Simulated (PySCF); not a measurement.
# Al: ionisation energy

Al [Ne] 3s2 3p1 (2P) → Al⁺ [Ne] 3s2 (1S), as a difference of total energies. Computed with PySCF 2.14 in pcseg-2, with no relativity, point nucleus. Correlated levels: valence: [Ne] frozen. The calculations carry no spin-orbit coupling.

```csv
method,ionisation energy (eV),error (eV)
UHF,5.557,-0.420
BP86,6.149,+0.172
r2SCAN,6.163,+0.186
MP2 (valence),5.684,-0.293
SCS-MP2 (valence),5.665,-0.312
CCSD (valence),5.714,-0.263
CCSD(T) (valence),5.733,-0.244
```

Reference: 5.977 eV (measured; NIST levels, between the centres of gravity of the two terms).

Errors of the correlated levels include the incompleteness of this basis and the frozen core.
